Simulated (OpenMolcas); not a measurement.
# [AlH4]− (SMILES [AlH4-]), step by step

Wanted: a single-point energy (UHF/STO-3G), then a single-point energy (CASSCF(2,2)/STO-3G), then a single-point energy (CASPT2(2,2)/STO-3G), then a single-point energy (SC-NEVPT2(2,2)/STO-3G), then the energy (MRCI(2,2)/STO-3G) of [AlH4]−. 

The results are computed with OpenMolcas 26.06.

3 further runs of the same task are left out: 1 that didn't finish, 2 set aside as unsound or not needed.

### Step 1. The system as given

[AlH4]−: 5 atoms, total charge -1, spin state singlet. As SMILES, `[AlH4-]`. The Al1–H4 distance was set to 4.069 Å, away from the relaxed value. At this shape a bond of the SMILES string is far longer than usual.

Bond lengths: Al1–H2 1.628 Å, Al1–H3 1.628 Å, Al1–H5 1.627 Å. Angles: H2–Al1–H3 109.4°, H2–Al1–H5 109.4°, H3–Al1–H5 109.4°.

### Step 2. A single-point energy at UHF/STO-3G (run 1)

The input, coord.xyz:

```xyz
5

Al     0.305712     0.775851     2.293383
H      1.749242     0.271521     2.850873
H     -0.877238     0.171291     3.233593
H     -0.203840    -0.517130    -1.530710
H      0.249062     2.401641     2.330713
```

The input, step1.inp:

```
>>> EXPORT MOLCAS_PRINT=2
&GATEWAY
BasLib = $CurrDir
Coord = coord.xyz
Basis = STO-3G
Group = NoSym
&SEWARD
&SCF
UHF
Charge = -1
Scramble = 0.25
PrOrbitals = 1 1
```

The basis set STO-3G is read from a file made from the Basis Set Exchange's data (not shown).

Started as:

```sh
export MOLCAS_MEM=1860
pymolcas step1.inp > step1.log
```

The log of the run:

```text
--- Start Module: gateway ---
[...]
--- Stop Module: gateway /rc=_RC_ALL_IS_WELL_ ---
--- Start Module: seward ---
[...]
      Basis functions           13
--- Stop Module: seward /rc=_RC_ALL_IS_WELL_ ---
--- Start Module: scf ---
[...]
       Convergence after  15 Iterations
[...]
::    Total SCF energy                               -240.9291364224
[...]
      Total spin, S                                     0.6153346664
[...]
      Total electronic charge=   18.000000
      Total            charge=   -1.000000
[...]
      Dipole Moment (debye):
      Origin of the operator (angstrom)=    0.2958    0.7506    2.2190
                   X= -3.3313E-01               Y= -8.4261E-01               Z= -2.5055E+00           Total=  2.6643E+00
      Center of Charge (angstrom)
[...]
--- Stop Module: scf /rc=_RC_ALL_IS_WELL_ ---
[...]
```

Run time: 1.8 s. Hardware: 1 thread of Arm Neoverse V1, shared host; peak memory 0.37 GiB.

### Step 3. A single-point energy at CASSCF(2,2)/STO-3G (run 2)

coord.xyz is that of step 2.

The input, step2.input:

```
* AlH4 CASSCF

&GATEWAY
 BasLib = $CurrDir
 Coord = coord.xyz
 Basis = STO-3G
 Group = NoSym

&SEWARD

&RASSCF
 FileOrb = $CurrDir/step1.UnaOrb
 Spin = 1
 Nactel = 2 0 0
 Inactive = 8
 Ras2 = 2
 OrbListing = Nothing
 OrbAppear = Compact
```

The basis set STO-3G is read from a file made from the Basis Set Exchange's data (not shown).

Started as:

```sh
export MOLCAS_MEM=1860
pymolcas step2.input > step2.log
```

The log of the run:

```text
--- Start Module: gateway ---
[...]
--- Stop Module: gateway /rc=_RC_ALL_IS_WELL_ ---
--- Start Module: seward ---
[...]
      Basis functions           13
--- Stop Module: seward /rc=_RC_ALL_IS_WELL_ ---
--- Start Module: rasscf ---
[...]
      Number of active orbitals                  2
[...]
      Spin quantum number                      0.0
[...]
      Active orbitals                            2
[...]
      Number of CSFs                             3
[...]
      Number of root(s) required                 1
[...]
      Convergence after  7 iterations
[...]
      printout of CI-coefficients larger than  0.05 for root  1
      energy=    -240.929646
      conf/sym  11     Coeff  Weight
             1  20  -0.76236 0.58120
             3  02   0.64715 0.41880
      Natural orbitals and occupation numbers for root  1
      sym 1:   1.162401   0.837599
      ************************************************************************************************************************
      *                                                    Final results                                                     *
[...]
::    RASSCF root number  1 Total energy:   -240.92964611
[...]
      Total electronic charge=   18.000000
      Total            charge=   -1.000000
[...]
      Dipole Moment (debye):
      Origin of the operator (angstrom)=    0.2958    0.7506    2.2190
                   X= -3.1881E-01               Y= -8.0629E-01               Z= -2.3981E+00           Total=  2.5501E+00
      Center of Charge (angstrom)
[...]
--- Stop Module: rasscf /rc=_RC_ALL_IS_WELL_ ---
[...]
```

Run time: 1.6 s. Hardware: 1 thread of Arm Neoverse V1, shared host; peak memory 0.37 GiB.

### Step 4. A single-point energy at CASPT2(2,2)/STO-3G (run 3)

coord.xyz is that of step 3.

The input, step3.inp:

```
* AlH4 CASPT2

&GATEWAY
 BASLIB = $CurrDir
 COORD = coord.xyz
 BASIS = STO-3G
 GROUP = NoSym

&SEWARD

&RASSCF
 FILEORB = $CurrDir/step2.RasOrb
 SPIN = 1
 NACTEL = 2 0 0
 INACTIVE = 8
 RAS2 = 2
 ORBLISTING = Nothing
 ORBAPPEAR = Compact

&CASPT2
 IMAGINARY = 0.1
 FROZEN = 5
```

The basis set STO-3G is read from a file made from the Basis Set Exchange's data (not shown).

Started as:

```sh
export MOLCAS_MEM=1860
pymolcas step3.inp > step3.log
```

The log of the run:

```text
--- Start Module: gateway ---
[...]
--- Stop Module: gateway /rc=_RC_ALL_IS_WELL_ ---
[...]
      Basis functions           13
[...]
--- Start Module: rasscf ---
[...]
      Number of active orbitals                  2
[...]
      Spin quantum number                      0.0
[...]
      Active orbitals                            2
[...]
      Number of CSFs                             3
[...]
      Number of root(s) required                 1
[...]
      Convergence after  4 iterations
[...]
      printout of CI-coefficients larger than  0.05 for root  1
      energy=    -240.929646
      conf/sym  11     Coeff  Weight
             1  20  -0.76237 0.58120
             3  02   0.64715 0.41880
      Natural orbitals and occupation numbers for root  1
      sym 1:   1.162401   0.837599
      ************************************************************************************************************************
      *                                                    Final results                                                     *
[...]
::    RASSCF root number  1 Total energy:   -240.92964611
[...]
      Total electronic charge=   18.000000
      Total            charge=   -1.000000
[...]
      Dipole Moment (debye):
      Origin of the operator (angstrom)=    0.2958    0.7506    2.2190
                   X= -3.1881E-01               Y= -8.0629E-01               Z= -2.3981E+00           Total=  2.5500E+00
      Center of Charge (angstrom)
[...]
--- Stop Module: rasscf /rc=_RC_ALL_IS_WELL_ ---
--- Start Module: caspt2 ---
[...]
      E2 (Variational):          -0.0300298800
      Total energy:            -240.9596759911
[...]
      Reference weight:           0.98417
[...]
::    CASPT2 Root  1     Total energy:   -240.95967599
[...]
--- Stop Module: caspt2 /rc=_RC_ALL_IS_WELL_ ---
[...]
```

Run time: 1.6 s. Hardware: 1 thread of Arm Neoverse V1, shared host; peak memory 0.37 GiB.

### Step 5. The energy at SC-NEVPT2(2,2)/STO-3G (run 4)

coord.xyz is that of step 4.

The input, step4.inp:

```
&gateway
  baslib=$CurrDir
  coord=coord.xyz
  basis=STO-3G
  group=NoSym

&seward

&rasscf
  fileorb=$CurrDir/step2.RasOrb
  spin=1
  nactel=2 0 0
  inactive=8
  ras2=2
  orblisting=Nothing
  orbappear=Compact

&caspt2
  sc-nevpt2
  frozen=5
```

The basis set STO-3G is read from a file made from the Basis Set Exchange's data (not shown).

Started as:

```sh
export MOLCAS_MEM=1860
pymolcas step4.inp > step4.log
```

The log of the run:

```text
--- Start Module: gateway ---
[...]
--- Stop Module: gateway /rc=_RC_ALL_IS_WELL_ ---
[...]
      Basis functions           13
[...]
--- Start Module: rasscf ---
[...]
      Number of active orbitals                  2
[...]
      Spin quantum number                      0.0
[...]
      Active orbitals                            2
[...]
      Number of CSFs                             3
[...]
      Number of root(s) required                 1
[...]
      Convergence after  4 iterations
[...]
      printout of CI-coefficients larger than  0.05 for root  1
      energy=    -240.929646
      conf/sym  11     Coeff  Weight
             1  20  -0.76237 0.58120
             3  02   0.64715 0.41880
      Natural orbitals and occupation numbers for root  1
      sym 1:   1.162401   0.837599
      ************************************************************************************************************************
      *                                                    Final results                                                     *
[...]
::    RASSCF root number  1 Total energy:   -240.92964611
[...]
      Total electronic charge=   18.000000
      Total            charge=   -1.000000
[...]
      Dipole Moment (debye):
      Origin of the operator (angstrom)=    0.2958    0.7506    2.2190
                   X= -3.1881E-01               Y= -8.0629E-01               Z= -2.3981E+00           Total=  2.5500E+00
      Center of Charge (angstrom)
[...]
--- Stop Module: rasscf /rc=_RC_ALL_IS_WELL_ ---
--- Start Module: caspt2 ---
[...]
      E2 (Variational):          -0.0294374378
[...]
      E2 (Variational):          -0.0294337667
      Total energy:            -240.9590798778
[...]
      Reference weight:           0.98484
[...]
::    SC-NEVPT2 Root  1     Total energy:   -240.95907988
[...]
--- Stop Module: caspt2 /rc=_RC_ALL_IS_WELL_ ---
[...]
```

It took 1.6 s on 1 thread of Arm Neoverse V1, shared host; peak memory 0.37 GiB.

### Step 6. A single-point energy at MRCI(2,2)/STO-3G (run 5)

coord.xyz is that of step 5.

The input, step5.input:

```
&GATEWAY
  BasLib
  $CurrDir
  Coord
  coord.xyz
  Basis
  STO-3G
  Group
  NoSym

&SEWARD

&RASSCF
  FileOrb
  $CurrDir/step2.RasOrb
  Spin
  1
  Nactel
  2 0 0
  Inactive
  8
  Ras2
  2
  OrbListing
  Nothing
  OrbAppear
  Compact

&MOTRA
  LumOrb
  Frozen
  5

&GUGA
  Electrons
  8
  Spin
  1
  Inactive
  3
  Active
  2
  CIAll
  1

&MRCI
  SDCI
```

The basis set STO-3G is read from a file made from the Basis Set Exchange's data (not shown).

Started as:

```sh
export MOLCAS_MEM=1860
pymolcas step5.input > step5.log
```

The log of the run:

```text
--- Start Module: gateway ---
[...]
--- Stop Module: gateway /rc=_RC_ALL_IS_WELL_ ---
[...]
      Basis functions           13
[...]
      Number of active orbitals                  2
[...]
      Spin quantum number                      0.0
[...]
      Active orbitals                            2
[...]
      Number of CSFs                             3
[...]
      Number of root(s) required                 1
[...]
      Convergence after  4 iterations
[...]
      printout of CI-coefficients larger than  0.05 for root  1
      energy=    -240.929646
      conf/sym  11     Coeff  Weight
             1  20  -0.76237 0.58120
             3  02   0.64715 0.41880
      Natural orbitals and occupation numbers for root  1
      sym 1:   1.162401   0.837599
      ************************************************************************************************************************
      *                                                    Final results                                                     *
[...]
::    RASSCF root number  1 Total energy:   -240.92964611
[...]
      Dipole Moment (debye):
      Origin of the operator (angstrom)=    0.2958    0.7506    2.2190
                   X= -3.1881E-01               Y= -8.0629E-01               Z= -2.3981E+00           Total=  2.5500E+00
      Center of Charge (angstrom)
[...]
--- Start Module: guga ---
[...]
--- Stop Module: guga /rc=_RC_ALL_IS_WELL_ ---
[...]
       (But an ACPF correction will be computed)
       USE THE DEFAULT ACPF G-VALUE GFAC=  0.25000000000000000
[...]
                      CI ENERGY:  -240.97313827
[...]
                ACPF CORRECTION:    -0.00114704
[...]
      Total electronic charge=   18.000000
      Total            charge=   -1.000000
[...]
     ACPF CORRECTION:     -0.00114704
[...]
  CI State   1     Total energy:   -240.97313827     QDav:     -0.00154295     QACPF:     -0.00114704
[...]
```

It took 1.8 s on 1 thread of Arm Neoverse V1, shared host; peak memory 0.37 GiB.

### Step 7. Summary of results

```
                                                                quantity          value
                                         run 1, UHF/STO-3G: total energy  -240.92914 Eh
                                          run 1, UHF/STO-3G: HOMO energy        4.89 eV
                                          run 1, UHF/STO-3G: LUMO energy       11.39 eV
run 1, UHF/STO-3G: HOMO–LUMO gap (to an unbound level, set by the basis)        6.50 eV
                                                 run 1, UHF/STO-3G: ⟨S²⟩          0.994
                                 run 2, CASSCF(2,2)/STO-3G: total energy  -240.92965 Eh
                                 run 3, CASPT2(2,2)/STO-3G: total energy  -240.95968 Eh
                              run 4, SC-NEVPT2(2,2)/STO-3G: total energy  -240.95908 Eh
                                   run 5, MRCI(2,2)/STO-3G: total energy  -240.97314 Eh
```

What this shows: ⟨S²⟩ (run 1, UHF/STO-3G) is 0.99 where a pure singlet has 0.00: the reference is spin-contaminated. Mulliken charges (run 1, UHF/STO-3G) run from -0.45 on H2 to +0.35 on Al1. The HOMO (run 1, UHF/STO-3G) lies at positive energy, 4.89 eV: the electron is unbound at this level or held by a compact basis; values depend on the basis.
